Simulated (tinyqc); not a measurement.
Worked calculation: G0W0 on RHF in the sto-6g basis, for OH-, spin multiplicity 1. The basis has no diffuse functions, so it cannot describe the extra electron: this is an exercise in the method, not the real anion. One step of it, computed by the program tinyqc.

Task: Integrals over molecular orbitals. (pq|rs) = sum C_ip C_jq C_kr C_ls (ij|kl), one index at a time.

coefficients C:
```
              MO1        MO2        MO3       MO4        MO5        MO6
1O 1s    0.996850  -0.237838   0.074216  0.000000   0.000000  -0.057353
1O 2s    0.013611   0.954868  -0.405175  0.000000   0.000000   0.334679
1O 2px   0.000000   0.000000   0.000000  0.999899  -0.014222   0.000000
1O 2py   0.000000   0.000000   0.000000  0.014222   0.999899   0.000000
1O 2pz   0.001450   0.003827   0.489079  0.000000   0.000000   0.929535
2H 1s   -0.002576   0.177369   0.762352  0.000000   0.000000  -0.785061
```

core Hamiltonian H = T + V (hartree):
```
             1O 1s      1O 2s     1O 2px     1O 2py     1O 2pz      2H 1s
1O 1s   -32.360645  -7.146589   0.000000   0.000000  -0.009914  -0.915496
1O 2s    -7.146589  -8.586231   0.000000   0.000000  -0.116553  -2.167806
1O 2px    0.000000   0.000000  -6.874744   0.000000   0.000000   0.000000
1O 2py    0.000000   0.000000   0.000000  -6.874744   0.000000   0.000000
1O 2pz   -0.009914  -0.116553   0.000000   0.000000  -6.941939  -1.672055
2H 1s    -0.915496  -2.167806   0.000000   0.000000  -1.672055  -3.865731
```

Two-electron integrals (ij|kl) in chemists' order, unique and non-zero (hartree):
```
(11|11) 4.787491   (21|11) 0.675884   (21|21) 0.121505   (22|11) 1.117379
(22|21) 0.249212   (22|22) 0.817383   (31|31) 0.025762   (32|31) 0.039145
(32|32) 0.180664   (33|11) 1.117381   (33|21) 0.249212   (33|22) 0.817382
(33|33) 0.880663   (41|41) 0.025762   (42|41) 0.039145   (42|42) 0.180664
(43|43) 0.047461   (44|11) 1.117381   (44|21) 0.249212   (44|22) 0.817382
(44|33) 0.785741   (44|44) 0.880663   (51|51) 0.025762   (52|51) 0.039145
(52|52) 0.180664   (53|53) 0.047461   (54|54) 0.047461   (55|11) 1.117381
(55|21) 0.249212   (55|22) 0.817382   (55|33) 0.785741   (55|44) 0.785741
(55|55) 0.880663   (61|11) 0.091379   (61|21) 0.015761   (61|22) 0.031674
(61|33) 0.031608   (61|44) 0.031608   (61|51) 0.000774   (61|52) 0.001521
(61|55) 0.031807   (61|61) 0.002084   (62|11) 0.246056   (62|21) 0.055764
(62|22) 0.205586   (62|33) 0.202038   (62|44) 0.202038   (62|51) 0.004487
(62|52) 0.034580   (62|55) 0.212681   (62|61) 0.007290   (62|62) 0.067477
(63|31) 0.005871   (63|32) 0.034094   (63|53) 0.006963   (63|63) 0.008976
(64|41) 0.005871   (64|42) 0.034094   (64|54) 0.006963   (64|64) 0.008976
(65|11) 0.189254   (65|21) 0.043458   (65|22) 0.170736   (65|33) 0.163345
(65|44) 0.163345   (65|51) 0.008834   (65|52) 0.060437   (65|55) 0.185518
(65|61) 0.005910   (65|62) 0.068073   (65|65) 0.076730   (66|11) 0.424130
(66|21) 0.097883   (66|22) 0.414738   (66|33) 0.399560   (66|44) 0.399560
(66|51) 0.009090   (66|52) 0.098516   (66|55) 0.445092   (66|61) 0.012881
(66|62) 0.182144   (66|65) 0.208969   (66|66) 0.774999
```

Give: one-electron integrals over orbitals h = C^T H C; Two-electron integrals over orbitals.

Result:

one-electron integrals over orbitals h = C^T H C (hartree):
```
          1        2        3        4        5        6
1  -32.3478   0.6201  -0.1904   0.0000   0.0000   0.1517
2    0.6201  -7.1951   0.6909   0.0000   0.0000  -0.7488
3   -0.1904   0.6909  -5.0310   0.0000   0.0000  -1.5516
4    0.0000   0.0000   0.0000  -6.8747   0.0000   0.0000
5    0.0000   0.0000   0.0000   0.0000  -6.8747   0.0000
6    0.1517  -0.7488  -1.5516   0.0000   0.0000  -5.7489
```

Two-electron integrals over orbitals (pq|rs), unique and non-zero (hartree):
```
(11|11) 4.7634    (21|11) -0.4614   (21|21) 0.0717    (22|11) 1.0714
(22|21) -0.0198   (22|22) 0.7439    (31|11) 0.1473    (31|21) -0.0229
(31|22) 0.0075    (31|31) 0.0144    (32|11) -0.1811   (32|21) 0.0067
(32|22) -0.0668   (32|31) 0.0092    (32|32) 0.1191    (33|11) 0.6822
(33|21) -0.0056   (33|22) 0.5659    (33|31) -0.0006   (33|32) 0.0217
(33|33) 0.6175    (41|41) 0.0267    (42|41) 0.0344    (42|42) 0.1597
(43|41) -0.0100   (43|42) -0.0405   (43|43) 0.0288    (44|11) 1.1171
(44|21) -0.0124   (44|22) 0.7739    (44|31) 0.0038    (44|32) -0.0969
(44|33) 0.5461    (44|44) 0.8807    (51|51) 0.0267    (52|51) 0.0344
(52|52) 0.1597    (53|51) -0.0100   (53|52) -0.0405   (53|53) 0.0288
(54|54) 0.0475    (55|11) 1.1171    (55|21) -0.0124   (55|22) 0.7739
(55|31) 0.0038    (55|32) -0.0969   (55|33) 0.5461    (55|44) 0.7857
(55|55) 0.8807    (61|11) -0.1158   (61|21) 0.0184    (61|22) -0.0030
(61|31) 0.0065    (61|32) 0.0208    (61|33) -0.0052   (61|44) -0.0030
(61|55) -0.0030   (61|61) 0.0264    (62|11) 0.1534    (62|21) -0.0047
(62|22) 0.0789    (62|31) 0.0162    (62|32) 0.0529    (62|33) 0.0019
(62|44) 0.0827    (62|55) 0.0827    (62|61) 0.0236    (62|62) 0.1114
(63|11) 0.3078    (63|21) -0.0042   (63|22) 0.1580    (63|31) -0.0027
(63|32) -0.1078   (63|33) -0.0116   (63|44) 0.1801    (63|55) 0.1801
(63|61) -0.0083   (63|62) 0.0204    (63|63) 0.1851    (64|41) 0.0074
(64|42) 0.0304    (64|43) 0.0147    (64|64) 0.0378    (65|51) 0.0074
(65|52) 0.0304    (65|53) 0.0147    (65|65) 0.0378    (66|11) 0.9443
(66|21) -0.0111   (66|22) 0.6757    (66|31) 0.0102    (66|32) 0.0034
(66|33) 0.6126    (66|44) 0.6691    (66|55) 0.6691    (66|61) 0.0087
(66|62) 0.0784    (66|63) 0.0751    (66|66) 0.7084
```
